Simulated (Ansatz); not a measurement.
```yaml
crystal:
  periodic: [false, false, false]
  atoms:
    - {symbol: Na, position_ang: [0.000000, 0.000000, -1.434961]}
    - {symbol: Cl, position_ang: [-0.000000, -0.000000, 0.922611]}
basis:
  gaussian: {orbitals: def2-TZVP}
magnetization: {spin_polarized: true, initial_magnetization: 2}
hamiltonian: {xc: {name: wB97}}
accuracy: high
scf: {lower_state_search: full}
output: {forces: true}
```

```sh
$ ansatz run in.yaml --threads 2 --pin off --events-out ev --progress --plain --max-ram 32768MiB --backend cpu
```

It prints (some lines left out):

```
Functional definition: wB97
1003 factors; integrals over basis functions are off by at most 3.7e-9 eV
356 factors; integrals over basis functions are off by at most 1.5e-9 eV
mean field evaluation 1: about -16935.7125 eV, gradient 5.1e0 eV
mean field evaluation 2: about -16935.7130 eV, gradient 5.1e0 eV
mean field evaluation 4: about -16935.9349 eV, gradient 7.1e-1 eV
mean field evaluation 8: about -16935.9464 eV, gradient 6.3e-2 eV
mean field evaluation 16: about -16935.9467 eV, gradient 2.1e-4 eV
mean field evaluation 64: about -16935.9467 eV, gradient 6.4e-6 eV
mean field -16935.94668369 eV, -622.3845610285 hartree, gradient 5.8e-8 eV, S^2 2.004189; 8 other end points of the search recorded, 0 dependent functions left out
reference -16935.94668093 eV, -622.3845609271 hartree; 15, 13 occupied and 54, 56 virtual orbitals, 1003 factors
Total energy: -16935.94668093 eV, -622.3845609271 hartree
Atom 0 at     0.000000     0.000000    -1.434961 Å, force    -0.000000    -0.000000    -1.811962 eV/Å
Atom 1 at    -0.000000    -0.000000     0.922611 Å, force     0.000000     0.000000     1.811962 eV/Å
Dipole moment:    -0.000000     0.000000     0.808302 e Å
```

It took 40 s on 2 threads of an AMD EPYC 7R13 on a shared host, with 0.6 GiB of host memory at the peak.
